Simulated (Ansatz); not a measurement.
# C3H7NO: the cost of one run

Method: RKS BHLYP-D4/6-31G*, in Ansatz 0.2.0.

**1. The starting structure**

Bond lengths: C1–C2 1.440 Å, C2–N3 1.369 Å, C2–C4 1.334 Å, C4–O5 1.319 Å, C1–H6 1.146 Å, C1–H7 1.121 Å, C1–H8 1.062 Å, N3–H9 1.037 Å, N3–H10 1.069 Å, C4–H11 1.158 Å, O5–H12 0.983 Å. Angles (14 of 16 angles, heavy atoms first): C1–C2–N3 117.2°, C1–C2–C4 123.5°, N3–C2–C4 119.4°, C2–C4–O5 128.3°, C2–C1–H6 112.3°, C2–C1–H7 112.1°, C2–C1–H8 115.6°, C2–N3–H9 114.2°, C2–N3–H10 110.7°, C2–C4–H11 119.8°, O5–C4–H11 111.8°, C4–O5–H12 103.6°, H6–C1–H7 103.7°, H6–C1–H8 104.9°.

Structure file:

```xyz
12

C    -1.2989    0.6674    0.0150
C    -0.0148    0.0184   -0.0454
N     1.0813    0.8178   -0.2302
C     0.1500   -1.2995    0.0814
O     1.2576   -2.0021   -0.0618
H    -1.5223    1.2792   -0.9282
H    -1.3521    1.4231    0.8414
H    -2.1350    0.0222    0.1264
H     0.9140    1.8215   -0.0285
H     1.8725    0.5331    0.4294
H    -0.7671   -1.9777    0.2834
H     1.8918   -1.3586   -0.4490
```

**2. Relaxing end A**

Input file input.yaml:

```yaml
crystal:
  periodic: [false, false, false]
  atoms:
    - { symbol: C, position_ang: [-1.2989, 0.6674, 0.015] }
    - { symbol: C, position_ang: [-0.0148, 0.0184, -0.0454] }
    - { symbol: "N", position_ang: [1.0813, 0.8178, -0.2302] }
    - { symbol: C, position_ang: [0.15, -1.2995, 0.0814] }
    - { symbol: O, position_ang: [1.2576, -2.0021, -0.0618] }
    - { symbol: H, position_ang: [-1.5223, 1.2792, -0.9282] }
    - { symbol: H, position_ang: [-1.3521, 1.4231, 0.8414] }
    - { symbol: H, position_ang: [-2.135, 0.0222, 0.1264] }
    - { symbol: H, position_ang: [0.914, 1.8215, -0.0285] }
    - { symbol: H, position_ang: [1.8725, 0.5331, 0.4294] }
    - { symbol: H, position_ang: [-0.7671, -1.9777, 0.2834] }
    - { symbol: H, position_ang: [1.8918, -1.3586, -0.449] }
basis:
  gaussian: { orbitals: "6-31G*" }
hamiltonian:
  xc: { name: BHLYP }
  dispersion: d4
relax:
  f_tol: 0.015
  max_steps: 40
```

The run is started by

```
$ ansatz run input.yaml --threads 1 --pin off --max-ram 2048MiB --backend cpu --events-out ev --progress --plain --runs-dir out
```

What time and memory should one allow on 1 thread of Arm Neoverse V1, shared host?

About 75 s, with a peak of 0.18 GiB.
